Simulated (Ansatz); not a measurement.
triplet CH2N2: from two basis sets to a third

CH2N2 has 5 atoms, charge 0, and is taken as a triplet. As SMILES of the parent species, `N#CN`. The coordinates come from a PBE0-D4/def2-TZVP relaxation. That shape belongs to the parent species and isn't relaxed for this state.

MP2 correlation energies, 3 core orbitals frozen (Ansatz 0.2.0):

| basis | X | correlation energy (Eh) |
| --- | --- | --- |
| cc-pV(D+d)Z | 2 | -0.384089 |
| cc-pV(T+d)Z | 3 | -0.485427 |
| cc-pV(Q+d)Z | 4 | ? |

Task: Take E(X) = E∞ + A/X³, fix the two constants on the known rows and predict the third.

Result: 
1. A = (-0.384089 − (-0.485427))/(1/8 − 1/27) = 1.15205 Eh.
2. E∞ = -0.485427 − 1.15205/27 = -0.528096 Eh.
3. X = 4: -0.528096 + 1.15205/64 = -0.510095 Eh.

The run gave -0.521644 Eh, so the prediction is off by +11.5 mEh, 32 % of the last step. The small sets lie short of the range where X⁻³ holds, so the true step is larger than predicted.
